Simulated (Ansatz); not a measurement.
# C2H2FN: vertical ionisation energy

The task here is to estimate one member of a computed series from the others.

Method: unrestricted cation, the program's frozen cores in correlated methods; program: Ansatz 0.2.0, Gaussian basis.

The runs, in order: UKS PBE-D4/def2-TZVPP; UKS r2SCAN-D4/def2-TZVPP; UKS PBE0-D4/def2-TZVPP; UKS B3LYP-D4/def2-TZVPP; UKS wB97X-V/def2-TZVPP; UKS wB97M-V/def2-TZVPP; UKS B2PLYP/def2-TZVPP; UHF-CCSD(T)/def2-TZVPP; UHF-MP2/def2-QZVPP; extrapolation to the limit; then −ε(HOMO) from the neutral's earlier runs with LDA (SPW92), PBE-D4, revPBE-D4, BLYP-D4, r2SCAN-D4, B97M-V, PBE0-D4, B3LYP-D4, r2SCANh-D4, r2SCAN0-D4, HSE06-D4, BHLYP-D4, CAM-B3LYP-D4, LC-ωPBE, ωB97X-V, ωB97M-V.

## The relaxed structure

The geometry comes from an earlier relaxation with PBE0-D4 in a triple-zeta def2 set; it is a stationary point.

SMILES `N=C=CF`, 6 atoms, charge 0, spin multiplicity 1.

Atoms are counted from 1 here; the program's logs count them from 0.

Bond lengths: N1–C2 1.221 Å, N1–H5 1.021 Å, C2–C3 1.309 Å, C3–F4 1.345 Å, C3–H6 1.080 Å. Angles: C2–N1–H5 114.9°, N1–C2–C3 173.4°, C2–C3–F4 121.4°, C2–C3–H6 123.1°, F4–C3–H6 115.6°.

Set-up of the first run:

The input, in.yaml:

```yaml
crystal:
  periodic: [false, false, false]
  atoms:
    - {symbol: N, position_ang: [-0.137800, 1.303271, -0.925240]}
    - {symbol: C, position_ang: [0.006262, 0.329240, -0.202964]}
    - {symbol: C, position_ang: [0.257533, -0.630870, 0.650612]}
    - {symbol: F, position_ang: [1.008472, -1.692798, 0.308191]}
    - {symbol: H, position_ang: [-0.957250, 1.269610, -1.533695]}
    - {symbol: H, position_ang: [-0.135116, -0.642452, 1.656896]}
basis:
  gaussian: {orbitals: def2-TZVPP}
total_charge: 1
magnetization: {spin_polarized: true, initial_magnetization: 1}
hamiltonian: {xc: pbe, dispersion: d4}
```

The run is started by

```console
$ ansatz run in.yaml --threads 2 --pin off --events-out ev --progress --plain --max-ram 4352MiB
```

Steps of the session up to this table: Cation, UKS PBE-D4/def2-TZVPP; Cation, UKS r2SCAN-D4/def2-TZVPP; Cation, UKS PBE0-D4/def2-TZVPP; Cation, UKS B3LYP-D4/def2-TZVPP; Cation, UKS wB97X-V/def2-TZVPP; Cation, UKS wB97M-V/def2-TZVPP; Cation, UKS B2PLYP (frozen core)/def2-TZVPP; Cation, UHF-CCSD(T)/def2-TZVPP; Cation, UHF-MP2/def2-QZVPP.

One of the session's tables, all rows but one given; the rest of the session is left out.

Orbital estimates, from the neutral's runs:

```
  functional  −ε(HOMO) (eV)
 LDA (SPW92)           5.74
      PBE-D4           5.57
   revPBE-D4           5.51
     BLYP-D4           5.48
   r2SCAN-D4           5.80
      B97M-V           5.89
     PBE0-D4           6.87
    B3LYP-D4           6.67
  r2SCANh-D4           6.29
  r2SCAN0-D4           7.03
    HSE06-D4           6.47
    BHLYP-D4           8.08
CAM-B3LYP-D4           8.24
     LC-ωPBE              ?
     ωB97X-V           9.18
     ωB97M-V           9.08
```

**Question.** Estimate the row for LC-ωPBE.

**Answer.** −ε(HOMO) (eV): 9.54. In the column «−ε(HOMO) (eV)» it is the highest.

To keep in mind: The cation may have settled in a state other than its lowest; no search over hole states beyond the program's own was made.
